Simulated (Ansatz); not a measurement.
Geometry optimisation, RKS PBE-D4/def2-SVP (Ansatz 0.2.0).

The input (input.yaml):

```yaml
crystal:
  periodic: [false, false, false]
  atoms:
    - { symbol: B, position_ang: [0.0, 0.0, 0.0] }
    - { symbol: C, position_ang: [0.0, 0.0, 1.95] }
    - { symbol: H, position_ang: [-0.9996, -0.3092, 2.3205] }
    - { symbol: H, position_ang: [0.7676, -0.7111, 2.3205] }
    - { symbol: H, position_ang: [0.232, 1.0203, 2.3205] }
    - { symbol: H, position_ang: [1.0305, 0.0, -0.595] }
    - { symbol: H, position_ang: [-1.0305, 0.0, -0.595] }
    - { symbol: H, position_ang: [-0.1908, -1.4011, 0.4698] }
    - { symbol: H, position_ang: [-0.1595, -1.1709, 1.3616] }
basis:
  gaussian: { orbitals: def2-SVP }
hamiltonian:
  xc: pbe
  dispersion: d4
relax:
  f_tol: 0.15
  max_steps: 25
  restrain:
    - { distance: [0, 7], at: 1.19, k: 30.0 }
    - { distance: [8, 1], at: 1.11, k: 30.0 }
    - { distance: [0, 1], at: 2.8, k: 30.0 }
    - { distance: [8, 7], at: 1.86, k: 30.0 }
```

Command:

```bash
$ ansatz run input.yaml --threads 1 --pin off --max-ram 2048MiB --backend cpu --events-out ev --progress --plain --runs-dir out
```

Where does it end, and by what steps?

The forces met the threshold. The restraints hold the end off the free minimum. After 8 steps the energy has fallen by 2.625 eV (the restraints' own energy left out); H8 moved furthest, 0.79 Å.

```json
{"step": "0", "energy less start (eV)": "0.0000", "largest force component (eV/Å)": "3.611", "accepted": "yes"}
{"step": "1", "energy less start (eV)": "0.4863", "largest force component (eV/Å)": "3.314", "accepted": "yes"}
{"step": "2", "energy less start (eV)": "0.3147", "largest force component (eV/Å)": "3.510", "accepted": "yes"}
{"step": "3", "energy less start (eV)": "-0.8517", "largest force component (eV/Å)": "3.333", "accepted": "yes"}
{"step": "4", "energy less start (eV)": "-2.1393", "largest force component (eV/Å)": "1.799", "accepted": "yes"}
{"step": "5", "energy less start (eV)": "-2.6111", "largest force component (eV/Å)": "0.830", "accepted": "yes"}
{"step": "6", "energy less start (eV)": "-2.6068", "largest force component (eV/Å)": "0.494", "accepted": "yes"}
{"step": "7", "energy less start (eV)": "-2.6188", "largest force component (eV/Å)": "0.413", "accepted": "yes"}
{"step": "8", "energy less start (eV)": "-2.6254", "largest force component (eV/Å)": "0.419", "accepted": "yes"}
```

```xyz
9
Properties=species:S:1:pos:R:3
B -0.062 -0.422 -0.469
C -0.020 -0.159 2.312
H -1.021 -0.259 2.767
H 0.754 -0.617 2.954
H 0.216 0.904 2.130
H 1.024 0.097 -0.633
H -1.081 0.233 -0.571
H -0.134 -1.607 -0.295
H -0.027 -0.742 1.357
```

Time of the run: 11 s on 1 thread of Arm Neoverse V2 (shared host), peak memory 0.1 GiB.
